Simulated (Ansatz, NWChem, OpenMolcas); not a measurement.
# How methods differ on C3H6F2 (1,3-difluoropropane)

C3H6F2 has 11 atoms, charge 0, and is taken as a singlet. SMILES: `FCCCF`. Geometry: relaxed at PBE0-D4/def2-TZVP. This is one conformer, not always the lowest.

```
atom    x (Å)    y (Å)    z (Å)
   F  -1.9644   1.4327  -0.1071
   C  -0.7153   1.0007   0.3006
   C  -0.3750  -0.2988  -0.3878
   C   0.9675  -0.8382   0.0347
   F   1.9756   0.0402  -0.3312
   H  -0.7445   0.8753   1.3886
   H   0.0080   1.7818   0.0541
   H  -0.3882  -0.1543  -1.4716
   H  -1.1381  -1.0462  -0.1471
   H   1.0262  -0.9681   1.1208
   H   1.1734  -1.7980  -0.4459
```

Each level gives the energy change with the C2–C3 bond stretched from 1.509 to 1.736 Å (eV). The values are calculated.

| level | kind | program | value (eV) | CPU time (all runs) |
| --- | --- | --- | --- | --- |
| HF/cc-pVDZ (restricted) | Hartree–Fock | Ansatz | 0.56 | 7.8 s |
| BLYP/cc-pVDZ (restricted) | GGA | OpenMolcas | 0.35 | 98 s |
| PBE/cc-pVDZ (restricted) | GGA | NWChem | 0.42 | 54 s |
| revPBE/cc-pVDZ (restricted) | GGA | Ansatz | 0.37 | 17 s |
| PBE-QIDH/cc-pVDZ (restricted) | double hybrid | Ansatz | 0.56 | 28 s |
| RPA@PBE/cc-pVDZ (restricted) | RPA | Ansatz | 0.41 | 31 s |
| MP2/cc-pVDZ (restricted) | perturbation theory | NWChem | 0.50 | 75 s |
| CCSD/cc-pVDZ (restricted) | coupled cluster or CI | NWChem | 0.47 | 6.1 min |

The first shape isn't each level's own minimum. The values span 0.35 to 0.56 eV. CPU times are rough (shared hosts, several kinds of processor): they show what a rung costs within a factor of a few.
